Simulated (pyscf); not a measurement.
**Four-centre exchange: GeH₄ (SMILES [GeH4]) + H₂C=CH₂ (SMILES C=C) -> H₂C=CH–GeH₃ (SMILES C=[CH][GeH3]) + H₂ (SMILES [H][H])**

Gas phase, singlet surface, charge 0. Bonds broken: Ge1–H2, C6–H8. Bonds formed: Ge1–C6, H2–H8. PySCF, gas phase, ωB97X-D3(BJ)/def2-SVP geometries.

Transition state (Å):

```xyz
11

Ge    -1.6368    -0.8967    -0.1479
H     -2.3721     0.2186     1.1956
H     -1.0689    -1.7708     0.9789
H     -0.7524    -1.2314    -1.4096
H     -3.0807    -1.1218    -0.6187
C     -0.7391     1.1514    -0.4001
C      0.1911     1.4799     0.5059
H     -1.7805     0.8059     0.3974
H     -0.6937     1.4925    -1.4415
H      1.0613     2.1135     0.2927
H      0.0849     1.1297     1.5446
```

One imaginary mode, 2072i cm⁻¹; descent along it reached the two sides named.

```tsv
bond	change	reactant side (Å)	saddle	product side
Ge1–H2	breaks	1.527	1.895	3.6
C6–H8	breaks	1.095	1.356	3.1
Ge1–C6	forms	4.1	2.250	1.940
H2–H8	forms	2.7	1.154	0.761
```

Electronic energies relative to the separated reactants (kJ/mol):

```csv
level,barrier,reaction energy,reverse barrier
ωB97X-D3(BJ)/def2-TZVP,354.7,+29.2,325.5
PBE/def2-TZVP,324.7,+36.9,287.8
r²SCAN/def2-TZVP,335.4,+34.6,300.8
B3LYP-D3(BJ)/def2-TZVP,351.0,+36.4,314.6
PBE0-D3(BJ)/def2-TZVP,335.4,+35.6,299.8
M06-2X/def2-TZVP,343.4,+27.4,316.0
ωB97M-D3(BJ)/def2-TZVP,358.3,+38.9,319.4
HF/def2-TZVP,439.5,+56.7,382.7
```

With ωB97M-D3(BJ)/def2-TZVP energies and thermal terms (ideal gas, 1 atm, RRHO with modes under 100 cm⁻¹ raised to 100, one conformer, R ln 2 for chiral ones without a mode under 150 cm⁻¹), in kJ/mol:

```
T (K)    ΔH‡    ΔG‡     ΔH     ΔG
-----  -----  -----  -----  -----
298    346.5  383.3  +28.0  +29.9
600    349.0  419.8  +34.1  +29.3
900    353.0  454.3  +38.6  +25.9
1200   357.2  487.5  +41.6  +21.2
```

At the saddle there is also a short Ge–H contact that neither side keeps. The same reactants have a lower exit, to GeH₂ [singlet] + H₃C–CH₃ (barrier +213.8 kJ/mol at ωB97M-D3(BJ)/def2-TZVP, against +358.3 kJ/mol here). One saddle was located; it need not be the lowest between these sides. Elements up to Kr have no core potential and no relativistic terms here.
